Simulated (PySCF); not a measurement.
Working out the ionisation energy of P

P [Ne] 3s2 3p3 (4S) → P⁺ [Ne] 3s2 3p2 (3P). Calculation: PySCF 2.14, in aug-cc-pV(D+d)Z (5s4p3d, 32 functions); the non-relativistic Hamiltonian (point nucleus). Frozen: [Ne]. Energies in hartree (1 hartree = 27.21139 eV):

```csv
part,P (lower),P⁺ (upper)
UHF,-340.709958,-340.344823
MP2 opposite-spin,-0.048870,-0.042654
MP2 same-spin,-0.019232,-0.008568
```

Question: What does Hartree-Fock give?

Answer: (-340.344823) − (-340.709958) = 0.365135 hartree = 9.936 eV.

Question: What do MP2 and SCS-MP2 (6/5 opposite-spin, 1/3 same-spin) give?

Answer: The opposite-spin parts differ by 0.169 eV and the same-spin parts by 0.290 eV. MP2: 9.936 + (0.169) + (0.290) = 10.395 eV. SCS-MP2: 9.936 + 1.2 × (0.169) + (0.290)/3 = 10.235 eV.

Measured between the centres of the two terms (NIST): 10.526 eV, so MP2 (valence) is off by -0.131 eV.

What remains against the reference includes basis incompleteness, the frozen core and correlation beyond second order.
